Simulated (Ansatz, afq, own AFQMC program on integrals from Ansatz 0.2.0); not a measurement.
Atomization energy of SiH4O, singlet

```xyz
6

O     0.6476   -1.0455    0.4249
Si   -0.0343    0.3457   -0.1869
H     0.0659   -1.6373    0.9099
H    -1.1337    0.0500   -1.1598
H     1.0600    1.0754   -0.8814
H    -0.6054    1.2116    0.8932
```

Connectivity, by distances: OH–SiH3.

Atoms in their ground-state spins without spin–orbit coupling (mostly on UHF) minus the molecule (RHF), without zero-point energy. The geometry is a stationary point, not shown to be a minimum.

Basis def2-TZVP. Only valence electrons are correlated. Ansatz 0.2.0 and our own AFQMC program on the same integrals; the CISD trial comes from CCSD amplitudes, and released means the phaseless constraint is let go. Uncertainties: one standard error, sampling alone. The errors of all members are added in quadrature.

No full CI on the walks' own integrals is used here; CCSDT(Q) serves as the reference and is uncertain by about the last step of the cluster series. Each member takes its own surest rung, up to full CI.

The best estimate is CCSD(T) at the basis-set limit (CBS: def2-TZVPP and def2-QZVPP, with their diffuse functions for anions and beside diffuse sets, CCSD(T) itself extrapolated) plus the step from CCSD(T) to CCSDT(Q) in def2-TZVP. Rows without CBS are in def2-TZVP; B2PLYP and the wave-function rows carry a basis error of their own. Core correlation and relativity beyond core potentials are missing, and ± holds the sampling alone.

Cautions: SiH₄O (singlet): released walk and highest rung disagree (by 13 meV at 2.40 1/Eh); other spins of the molecule weren't checked.

```
 level  atomization energy (kcal/mol)
B2PLYP                          452.7
  PBE0                          448.6
   PBE                          453.9
```

Q: From these cheaper values, estimate the atomization energy at the level of the best estimate.

A: 463.7 kcal/mol (best estimate, highest rung CCSDT(Q)).

```csv
level,atomization energy (kcal/mol),error against the best estimate (kcal/mol)
HF,339.8,-123.8
MP2,444.5,-19.1
CCSD,438.8,-24.9
CCSD(T),442.7,-20.9
CCSDT,442.4,-21.2
CCSDT(Q),442.7,-21.0
ph-AFQMC/CISD,442.9 ± 0.1,-20.8 ± 0.1
released AFQMC,442.6 ± 0.2,-21.1 ± 0.2
HF/CBS,342.4,-121.2
MP2/CBS,466.4,2.7
CCSD(T)/CBS,463.7,0.1
r2SCAN,457.3,-6.4
B3LYP,456.2,-7.5
wB97M-V,460.1,-3.6
```

Correlation beyond CCSD(T) takes off 0.1 kcal/mol. Going to the basis-set limit adds 21.0 kcal/mol at CCSD(T). The perturbative (T) step is worth +3.9 kcal/mol. The functionals spread over 11.5 kcal/mol; wB97M-V comes nearest and PBE0 is 15.1 kcal/mol too low.

Best estimates are given only where the step beyond CCSD(T) is under 0.3 eV and no member's determinant is very poor (T1 over 0.05, or 0.07 for open shells, ⟨S²⟩ too high by 0.3, two states mixed), so the hardest cases are missing from such tables.

The functionals ran in a triple-zeta set and keep a basis error of their own, a few kJ/mol for each bond in atomization energies and more for double hybrids, so close places among them and the extrapolated levels can swap.

CCSDT and higher add their correlation energy to the determinant of the CCSD(T) run, since their own runs factorise the integrals more tightly (a shift of under 2 meV). Each member of a difference takes its own highest rung, so a best estimate needn't equal the limit plus the step of one row. Released energies are given only where the last usable release times agree within the noise; a slower fall can still hide under it.
